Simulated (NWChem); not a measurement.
# C2F2 (SMILES FC#CF): CCSD/cc-pVTZ

We compute the energy of C2F2. The job is set up through an ASE script.

The results are computed with NWChem 7.3.0.

## 1. The structure to begin with

The species is C2F2 (4 atoms), meant as a singlet with charge 0. SMILES: `FC#CF`. The coordinates come from a PBE0-D4/def2-TZVP relaxation.

Bond lengths: F1–C2 1.277 Å, C2–C3 1.184 Å, C3–F4 1.277 Å. Angles: F1–C2–C3 180.0°, C2–C3–F4 180.0°.

## 2. A single-point energy at CCSD/cc-pVTZ

The input, c2f2.xyz:

```xyz
4
C2F2 energy
F     -0.136400     0.128000     1.852800
C     -0.033700     0.030200     0.583200
C      0.061400    -0.060400    -0.593400
F      0.164100    -0.158200    -1.863000
```

The input, run.py:

```python
from ase.io import read
from ase.calculators.nwchem import NWChem

mol = read('c2f2.xyz')

calc = NWChem(
    label='c2f2',
    theory='ccsd',
    memory='2200 mb',
    basis='cc-pVTZ',
    basispar='spherical bse',
    scf={'nopen': '0', 'rhf': None, 'thresh': '1e-08', 'maxiter': '80'},
    ccsd={'freeze': 'core 4', 'maxiter': '60'},
    task='energy',
)
mol.calc = calc

e = mol.get_potential_energy()
print(f"E = {e:.6f} eV")
```

The run is started by

```sh
$ export ASE_NWCHEM_COMMAND="nwchem PREFIX.nwi > PREFIX.nwo"
$ python run.py
```

What it wrote:

```text
E = -7492.922228 eV
```

The calculator wrote c2f2.nwi:

```
title "c2f2"

permanent_dir c2f2

scratch_dir c2f2

start c2f2

geometry units angstrom nocenter noautosym noautoz
  F  -1.3639999999999999e-01 1.2800000000000000e-01 1.8528000000000000e+00
  C  -3.3700000000000001e-02 3.0200000000000001e-02 5.8320000000000005e-01
  C  6.1400000000000003e-02 -6.0400000000000002e-02 -5.9340000000000004e-01
  F  1.6410000000000000e-01 -1.5820000000000001e-01 -1.8630000000000000e+00
end

memory 2200 mb

basis spherical bse noprint
   * library cc-pVTZ
end

scf
  nopen 0
  rhf
  thresh 1e-08
  maxiter 80
end
ccsd
  freeze core 4
  maxiter 60
end

task ccsd energy
```

c2f2.nwo, cut to the lines that bear on the results:

```text
[...]
  functions       =   120
[...]
  wavefunction    = RHF
[...]
         Total SCF energy =   -274.567939107282
      One-electron energy =   -569.078621069180
      Two-electron energy =    198.999678091841
 Nuclear repulsion energy =     95.511003870056
        Time for solution =     19.7s
[...]
 Total MP2 energy:           -275.357302666121086
[...]
             energy      energy      error      ampl     ampl      Block
                                                time     time      time
[...]
 Total CCSD energy:           -275.359815224172451
[...]
```

Wall time 3.1 min (1 thread of Intel Xeon 6975P-C (Granite Rapids), shared host); peak memory 0.31 GiB.

## 3. Summary of results

Level: CCSD/cc-pVTZ, 4 core orbitals frozen.

| quantity | value |
| --- | --- |
| total energy | -275.35982 Eh |
| HOMO energy (Hartree–Fock orbitals) | -11.54 eV |
| LUMO energy (Hartree–Fock orbitals) | 5.53 eV |
| HOMO–LUMO gap (Hartree–Fock orbitals) | 17.07 eV |
| correlation energy (4 core orbitals frozen) | -791.9 mEh |

What this shows: Mulliken charges run from -0.12 on F1 to +0.12 on C2; they depend strongly on the basis.
